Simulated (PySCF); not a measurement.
C₃H₆NS (charge -1).
Atom-mapped SMILES: `[NH2:1][CH2:2]/[CH:3]=[CH:4]/[S-:5]` (hydrogens: H6, H7 on N1; H8, H9 on C2; H10 on C3; H11 on C4)

The calculation used PBE0-D3(BJ)/def2-SVP geometry optimisation, gas phase (PySCF 2.14.0).

Q: Give the optimised bond lengths and angles.

A: 
| bond | length (bohr) |
| --- | --- |
| N1–C2 | 2.799 |
| C2–C3 | 2.822 |
| C3=C4 | 2.583 |
| C4–S5 | 3.234 |
| N1–H6, N1–H7 | 1.933 |
| C2–H8, C2–H9 | 2.094 |
| C3–H10 | 2.079 |
| C4–H11 | 2.101 |

Bonds in one row agree within 0.02 bohr and their mean is given. A selection of angles:
| angle | degrees |
| --- | --- |
| C2–N1–H6 | 105.3 |
| H6–N1–H7 | 102.3 |
| N1–C2–C3 | 116.6 |
| N1–C2–H8 | 105.9 |
| N1–C2–H9 | 107.1 |
| C3–C2–H8 | 111.9 |
| C3–C2–H9 | 109.0 |
| H8–C2–H9 | 105.6 |
| C2–C3–C4 | 123.8 |
| C2–C3–H10 | 117.7 |
| C4–C3–H10 | 118.4 |
| C3–C4–S5 | 130.4 |
| C3–C4–H11 | 113.2 |
| S5–C4–H11 | 116.4 |

Dihedral angles: N1–C2–C3–C4 -106° (anticlinal); C2–C3–C4–S5 177° (antiperiplanar). The mirror-image conformer, all signs reversed, is as good.

C4 (alkene CH carbon) is planar (angles 130.4°, 116.4° and 113.2°, sum 360.0°, 0.00 Å off the plane of its three neighbours). C3 (carbon bonded to 2 C and H) is planar (angles 123.8°, 118.4° and 117.7°, sum 359.9°, 0.02 Å off the plane of its three neighbours). Of the pairs four or more bonds apart, H9···H11 is among the closest relative to their van der Waals radii: 2.28 Å, 95 % of the sum of Bondi's values. N1 (primary amine nitrogen) is pyramidal (angles 106.4°, 105.3° and 102.3°, sum 313.9°, 0.46 Å off the plane of its three neighbours). The C–C distances run from 1.367 Å (C3=C4, drawn double in one of several resonance forms) to 1.493 Å (C2–C3, drawn single), a spread of 0.126 Å.

Point group: C1 (no symmetry element, even within 0.4 Å). Stationary, but not proved a minimum. The geometry's basis has no diffuse functions, a weakness for an anion. Torsions: H–N1–C2–C3 52° and -56°, N1–C2–C3–C4 -106°.

On one thread, Arm Neoverse V2, no GPU (shared host), this took 16 s of wall time. That covers the optimisation of the geometry.
